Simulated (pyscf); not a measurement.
**Four-centre exchange: `[OH][SiH][SiH3]` [doublet] + `[H][H]` → `[SiH2][SiH3]` [doublet] + `[OH2]`**

Gas phase, doublet surface, charge 0. Bonds broken: Si1–O9, H3–H4. Bonds formed: Si1–H3, H4–O9. Optimised with ωB97X-D3(BJ)/def2-SVP in PySCF.

Transition state (Å):

```xyz
10

Si     0.0938     0.5965     0.2946
Si     0.1028    -1.4409     1.4585
H     -1.2663    -0.1376    -0.6522
H     -1.5850     0.8558    -0.5501
H      1.0435     0.6314    -0.8521
H      1.3086    -1.5136     2.3379
H      0.0587    -2.6550     0.5841
H     -1.1131    -1.4476     2.3283
O     -1.1873     1.9426    -0.1535
H     -1.6446     2.3195     0.6151
```

One imaginary mode, 1570i cm⁻¹; descent along it reached the two sides named.

```json
[
 {"bond": "Si1–O9", "change": "breaks", "reactant side (Å)": "1.684", "saddle": "1.912", "product side": "2.8"},
 {"bond": "H3–H4", "change": "breaks", "reactant side (Å)": "0.761", "saddle": "1.048", "product side": "2.7"},
 {"bond": "Si1–H3", "change": "forms", "reactant side (Å)": "4.0", "saddle": "1.813", "product side": "1.497"},
 {"bond": "H4–O9", "change": "forms", "reactant side (Å)": "2.504", "saddle": "1.223", "product side": "0.966"}
]
```

Electronic energies relative to the separated reactants (kcal/mol):

| level | barrier | reaction energy | reverse barrier |
|---|---|---|---|
| ωB97X-D3(BJ)/def2-TZVP | 48.4 | +14.4 | 34.0 |
| PBE/def2-TZVP | 39.1 | +13.3 | 25.7 |
| r²SCAN/def2-TZVP | 43.4 | +14.7 | 28.7 |
| B3LYP-D3(BJ)/def2-TZVP | 46.9 | +14.8 | 32.0 |
| PBE0-D3(BJ)/def2-TZVP | 42.5 | +12.4 | 30.1 |
| M06-2X/def2-TZVP | 49.2 | +15.5 | 33.7 |
| ωB97M-D3(BJ)/def2-TZVP | 46.3 | +13.6 | 32.7 |
| HF/def2-TZVP | 65.6 | +11.2 | 54.4 |

With ωB97M-D3(BJ)/def2-TZVP energies and thermal terms (ideal gas, 1 atm, RRHO with modes under 100 cm⁻¹ raised to 100, one conformer, R ln 2 for chiral ones without a mode under 150 cm⁻¹), in kcal/mol:

```tsv
T (K)	ΔH‡	ΔG‡	ΔH	ΔG
298	46.2	54.6	+16.1	+14.1
600	45.4	63.5	+15.1	+12.4
900	45.3	72.6	+14.2	+11.3
1200	45.6	81.6	+13.5	+10.5
```

At the saddle there is also a short H–Si contact that neither side keeps. HO–SiH•–SiH₃ lies 22.9 kcal/mol over its isomer •H₂Si–O–SiH₃ (electronic energy, ωB97M-D3(BJ)/def2-TZVP). This is the saddle that the search found; another between the same sides may lie lower.
